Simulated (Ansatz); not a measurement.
The input, for Ansatz 0.2.0:

```yaml
crystal:
  periodic: [false, false, false]
  atoms:
    - {symbol: O, position_ang: [0.000000, 0.000000, 0.000000]}
    - {symbol: F, position_ang: [0.000000, 0.000000, 1.208300]}
basis:
  gaussian: {orbitals: 6-31G}
total_charge: 1
magnetization: {spin_polarized: false, initial_magnetization: 2}
correlation: {method: fci, electrons: outside_noble_gas}
```

```sh
$ ansatz run in.yaml --threads 1 --pin off --events-out ev --progress --plain --max-ram 2393MiB
```

(1) Roughly how long does this take on 1 thread of Arm Neoverse V1, shared host, and how much host memory?

```
275 factors; integrals over basis functions are off by at most 2.6e-8 eV
mean field evaluation 1: about -4722.0984 eV, gradient 2.5e1 eV
mean field evaluation 2: about -4722.1203 eV, gradient 2.5e1 eV
mean field evaluation 4: about -4723.4657 eV, gradient 8.2e0 eV
mean field evaluation 8: about -4723.7452 eV, gradient 1.8e-1 eV
mean field -4723.74533562 eV, -173.5944392146 hartree, gradient 2.6e-6 eV, S^2 2.000000; 0 other end points of the search recorded, 0 dependent functions left out
mean field evaluation 16: about -4722.5078 eV, gradient 1.7e1 eV
2 core orbitals not correlated: weight in the atoms' cores, before any rotation towards them, 1.000 or more for the frozen orbitals, at most 0.000 for the correlated occupied ones
reference -4723.74533562 eV, -173.5944392146 hartree; 7, 5 occupied and 9, 11 virtual orbitals, 275 factors
state -4730.33238500 eV, -173.8365088142 hartree
Total energy: -4730.33238500 eV, -173.8365088142 hartree
```

## Answers

(1) 4.1 min wall and 1.5 GiB.
